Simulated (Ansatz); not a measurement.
Write a Python script for the Ansatz DFT code, driven from Python that makes a composite energy at a relaxed geometry of CHClF, SMILES F[CH]Cl. Settings (for the species named): B3LYP, def2-SVP basis, multiplicity 2.

```yaml
atoms:
  - { symbol: F, position_ang: [-1.2748, -0.1443, -0.3060] }
  - { symbol: C, position_ang: [-0.0806, 0.1350, 0.1248] }
  - { symbol: Cl, position_ang: [0.9986, -1.1057, 0.4569] }
  - { symbol: H, position_ang: [0.4123, 1.0547, -0.2959] }
```

`run_composite.py`
```python
"""A composite energy for CHClF: DFT geometry, MP2 basis limit, coupled-cluster correction."""

import itertools

import ansatz as az
from ase.data import atomic_numbers, covalent_radii
import numpy as np

BASIS_SET = "def2-SVP"
XC = "B3LYP"


def main() -> None:
    geometry_ang = [
        ("F", (-1.2748, -0.1443, -0.306)),
        ("C", (-0.0806, 0.135, 0.1248)),
        ("Cl", (0.9986, -1.1057, 0.4569)),
        ("H", (0.4123, 1.0547, -0.2959)),
    ]
    molecule = az.Crystal.molecule()
    for symbol, xyz in geometry_ang:
        molecule = molecule.atom(symbol, xyz)

    base = molecule.calculation().basis(gaussian=BASIS_SET).functional(XC).spin("collinear", total=1)
    symbols = [site.symbol for site in molecule.cartesian_sites]
    start = np.array([site.position_ang for site in molecule.cartesian_sites], dtype=float)
    summary = base.relax(force_tolerance=0.01).run(threads=1, pin="off").report
    end = np.array(summary["positions_ang"])
    # pairs closer than 1.2 times the sum of covalent radii, before or after
    radius = [covalent_radii[atomic_numbers[s]] for s in symbols]
    span = lambda where, i, j: np.linalg.norm(where[i] - where[j])
    bonded = [(i, j) for i, j in itertools.combinations(range(len(symbols)), 2) if min(span(start, i, j), span(end, i, j)) < 1.2 * (radius[i] + radius[j])]
    print("pair        before    after (A)")
    for i, j in bonded:
        print(f"{symbols[i]}{i}-{symbols[j]}{j}".ljust(10), f"{span(start, i, j):8.4f} {span(end, i, j):8.4f}")

    minimum = az.Crystal.molecule()
    for symbol, place in zip(symbols, end):
        minimum = minimum.atom(symbol, place.tolist())
    at_minimum = minimum.calculation().spin("collinear", total=1)
    # MP2 extrapolated to the basis limit, plus the small-basis difference CCSD(T) - MP2
    level = lambda method, basis: at_minimum.basis(gaussian=basis).correlation(method).run(threads=1, pin="off").report
    small, large, cluster = level("mp2", "cc-pVDZ"), level("mp2", "cc-pVTZ"), level("ccsd_t", "cc-pVDZ")
    corr = lambda each: (each["free_energy_ev"] - each["reference_energy_ev"]) / 27.211386246
    mp2_limit = (27 * corr(large) - 8 * corr(small)) / 19
    pieces = {"HF / cc-pVTZ": large["reference_energy_ev"] / 27.211386246, "MP2 correlation, DZ-TZ limit": mp2_limit, "CCSD(T) - MP2 / cc-pVDZ": corr(cluster) - corr(small)}
    for name, value in pieces.items():
        print(f"{name:32s} {value:14.6f} Ha")
    print(f"{'sum':32s} {sum(pieces.values()):14.6f} Ha")
    print("T1 diagnostic", round(cluster["correlation"]["coupled_cluster"]["t1_diagnostic"], 4))


if __name__ == "__main__":
    main()
```

Output of `python run_composite.py`:
```text
pair        before    after (A)
F0-C1        1.2999   1.3265
C1-Cl2       1.6776   1.7239
C1-H3        1.1251   1.0969
HF / cc-pVTZ                        -597.401051 Ha
MP2 correlation, DZ-TZ limit          -0.637129 Ha
CCSD(T) - MP2 / cc-pVDZ               -0.036035 Ha
sum                                 -598.074216 Ha
T1 diagnostic 0.0153
```

What to keep in mind:
- Total energies depend on the basis set; only differences at equal settings carry meaning.
- The sum leaves out core correlation, relativity, the Hartree-Fock basis error and zero-point energy; a DZ-TZ extrapolation is rough.
- The species is open-shell (spin multiplicity 2).
- b3lyp holds the VWN-RPA fit, as in Gaussian; the form of ORCA and Turbomole is b3lyp5.
- Inner cores stay frozen, so this is valence correlation.
- For Al to Cl the sets with a tight d function, cc-pV(X+d)Z, are usual.
- An extrapolation from small basis sets is rough.
- Timing: 14 s on 1 thread of Arm Neoverse V2 (shared host), peak memory 0.26 GiB.
